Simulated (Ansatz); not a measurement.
Species: C₂H₂N (charge 0, doublet). SMILES: N#C[CH2]
Geometry from a B3LYP-D3(BJ)/def2-TZVP (Ansatz, a program for electronic structure) optimisation:
```xyz
5

C     -0.0090    -0.1659    -1.1772
C      0.0014     0.0261     0.1854
N      0.0103     0.1888     1.3399
H      0.9204    -0.2159    -1.7250
H     -0.9467    -0.2673    -1.7035
```
Charge 0, spin multiplicity 2.

Quantity: enthalpy of formation at 298 K, in kcal/mol. Terms: 6-31G* and kin with 6d, 5d where marked; no dispersion term unless named; non-relativistic; open shells spin-unrestricted; LANL2DZ all-electron up to Ne; 6-311+G** with 5d; spin-orbit terms left out. First-principles rows: single points at B3LYP-D3(BJ) geometries (Ansatz), with unscaled harmonic terms from B3LYP/6-31G* at its own minima, enthalpies of formation by atomisation with measured atoms.

```
level             program  enthalpy of formation at 298 K (kcal/mol)
----------------  -------  -----------------------------------------
B3LYP/STO-3G       Ansatz                                       30.3
B3LYP/3-21G        Ansatz                                       77.6
B3LYP/LANL2DZ      Ansatz                                       94.3
B3LYP/6-31G        Ansatz                                       82.8
B3LYP/6-31G*       Ansatz                                       62.1
B3LYP/6-31+G*      Ansatz                                       66.1
B3LYP/6-31G**      Ansatz                                       60.2
B3LYP/def2-SVP     Ansatz                                       56.2
B3LYP/cc-pVDZ      Ansatz                                       68.4
B3LYP/6-311+G**    Ansatz                                       63.1
B3LYP/def2-TZVPD   Ansatz                                       58.8
```

No value to compare with is used here. The 10 habitual levels span 30.3 (B3LYP/STO-3G) to 94.3 kcal/mol (B3LYP/LANL2DZ); B3LYP/def2-TZVPD gives 58.8.

The sets are all those run for this method; runs whose electronic state is in doubt are left out.
